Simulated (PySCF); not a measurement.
**QCISD(T)/STO-6G run of HNO (SMILES N=O)**

What is the energy change on altering one bond length of HNO at QCISD(T)/STO-6G? The job is set up through a Python script.

The calculation is run with PySCF 2.14.0.

11 further runs of the same task are left out: 11 set aside as unsound or not needed.

### 1 The structure to begin with

The species is HNO (3 atoms), meant as a singlet with charge 0. SMILES: `N=O`. Geometry: relaxed at GFN2-xTB.

Bond lengths: N1–O2 1.201 Å, N1–H3 1.062 Å. Angles: O2–N1–H3 112.4°.

### 2 The energy at QCISD(T)/STO-6G

mol.xyz

```xyz
3

N     -0.275940     0.297220    -0.114780
O      0.768580     0.418030     0.466150
H     -0.492640    -0.715240    -0.351380
```

run.py

```python
from pyscf import gto, scf, cc

mol = gto.Mole()
mol.atom = 'mol.xyz'
mol.max_memory = 1860
mol.verbose = 3
mol.basis = 'sto-6g'
mol.charge = 0
mol.build()

calc0 = scf.RHF(mol)
calc0.conv_tol = 1e-10
calc0.kernel()
if not calc0.converged:
    calc0 = calc0.newton().run(calc0.mo_coeff, calc0.mo_occ)

mycc = cc.QCISD(calc0, frozen=2)
mycc.kernel()
e_t = mycc.qcisd_t()
e_tot = mycc.e_tot + e_t
print('Final energy', e_tot)
```

On the command line:

```bash
OMP_NUM_THREADS=1 python run.py
```

Output:

```text
converged SCF energy = -129.295721134749
E(QCISD) = -129.4407472588067  E_corr = -0.1450261240574299
QCISD(T) correction = -0.00142062399081896
Final energy -129.44216788279746
```

Wall time 0.69 s (1 thread of Arm Neoverse V2, shared host); peak memory 0.1 GiB.

### 3 The distorted shape

job.py

```python
from pyscf import gto, scf, cc

mol = gto.M(
    atom='''
N        0.114115       2.119625       0.311095
O        1.158635       2.240435       0.892025
H       -0.492640      -0.715240      -0.351380
''',
    basis='sto-6g',
    max_memory=1860,
    charge=0,
    spin=0,
    verbose=3,
)

mf = scf.RHF(mol)
mf.conv_tol = 1e-10
mf.kernel()
if not mf.converged:
    mf = mf.newton().run(mf.mo_coeff, mf.mo_occ)

mycc = cc.QCISD(mf, frozen=2)
mycc.kernel()
e_t = mycc.qcisd_t()
e_final = mycc.e_tot + e_t
print('Final energy', e_final)
```

On the command line:

```bash
OMP_NUM_THREADS=1 python job.py
```

Output:

```text
converged SCF energy = -128.990647645892
E(QCISD) = -129.3532103896283  E_corr = -0.3625627437363604
QCISD(T) correction = -0.0491198301031235
Final energy -129.40233021973143
```

Run time: 0.71 s. Hardware: 1 thread of Arm Neoverse V2, shared host; peak memory 0.1 GiB.

### 4 Summary of results

At QCISD(T)/STO-6G, 2 core orbitals frozen:

```
                                                         quantity          value
                                        first shape: total energy  -129.44217 Eh
                first shape: dipole moment (Hartree–Fock density)         1.51 D
                 first shape: HOMO energy (Hartree–Fock orbitals)       -9.00 eV
                 first shape: LUMO energy (Hartree–Fock orbitals)        5.98 eV
               first shape: HOMO–LUMO gap (Hartree–Fock orbitals)       14.98 eV
         first shape: correlation energy (2 core orbitals frozen)     -146.4 mEh
                                      first shape: (T) correction      -1.42 mEh
                                       first shape: T1 diagnostic          0.012
                                    distorted shape: total energy  -129.40233 Eh
            distorted shape: dipole moment (Hartree–Fock density)         1.22 D
             distorted shape: HOMO energy (Hartree–Fock orbitals)       -4.16 eV
             distorted shape: LUMO energy (Hartree–Fock orbitals)        1.05 eV
           distorted shape: HOMO–LUMO gap (Hartree–Fock orbitals)        5.21 eV
     distorted shape: correlation energy (2 core orbitals frozen)     -411.7 mEh
                                  distorted shape: (T) correction     -49.12 mEh
                                   distorted shape: T1 diagnostic          0.022
energy change with the N1–H3 bond stretched from 1.062 to 2.974 Å       1.084 eV
```

**Reading.** One bond (distorted shape) is far stretched, which a spin-restricted single reference describes badly; perturbation theory on it can break down and give far too much correlation. With the N1–H3 bond stretched from 1.062 to 2.974 Å the energy rises by 1.08 eV (25 kcal/mol). The first shape isn't relaxed at this level, so the change isn't measured from a minimum. A restricted reference can't describe the breaking bond well at this length. The minimal basis adds a large error of its own. Mulliken charges (first shape) of the mean-field density run from -0.08 on O2 to +0.15 on H3. The triples (first shape) make up 1.0 % of the correlation energy. The T1 diagnostic (distorted shape) of 0.022 is above the customary mark for such species, so a single reference may not serve. The triples (distorted shape) make up 11.9 % of the correlation energy.
